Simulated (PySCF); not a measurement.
## Nitrogen: a sound run and one with changed settings

Sound run: N [He] 2s2 2p3, N+ [He] 2s2 2p2. Computed with PySCF 2.14 in aug-cc-pVDZ-DK, with scalar relativity by spin-free X2C-1e. In the sound run the correlated levels freeze 1s2. The sound run starts from symmetry-adapted Hartree-Fock orbitals and uses a fine grid where one is needed.

Changed run: basis STO-3G, all-electron and non-relativistic. This setting is unsound on purpose.

```csv
species,method,sound run (hartree),changed run (hartree),converged
N,UHF,-54.42233,-53.71901,yes
N,LDA,-54.14947,-53.40704,yes
N,BP86,-54.61294,-53.87482,yes
N,MP2,-54.49735,-53.71901,yes
N+,UHF,-53.91069,-53.24264,yes
N+,LDA,-53.59778,-52.91058,yes
N+,BP86,-54.06967,-53.38104,yes
N+,MP2,-53.96554,-53.25331,yes
N+,CCSD(T),-53.98878,-53.26332,yes
```

Ionisation energy of N:

```json
{"method": "UHF", "sound run (eV)": "13.922", "changed run (eV)": "12.963"}
{"method": "LDA", "sound run (eV)": "15.012", "changed run (eV)": "13.509"}
{"method": "BP86", "sound run (eV)": "14.783", "changed run (eV)": "13.436"}
{"method": "MP2", "sound run (eV)": "14.471", "changed run (eV)": "12.672"}
{"method": "SCS-MP2", "sound run (eV)": "14.253", "changed run (eV)": "12.614"}
```

A minimal basis cannot let orbitals breathe on ionisation and holds almost no correlation. The Hamiltonian changed with the basis, so the totals do not compare.

For comparison, NIST gives 14.534 eV between the lowest levels.
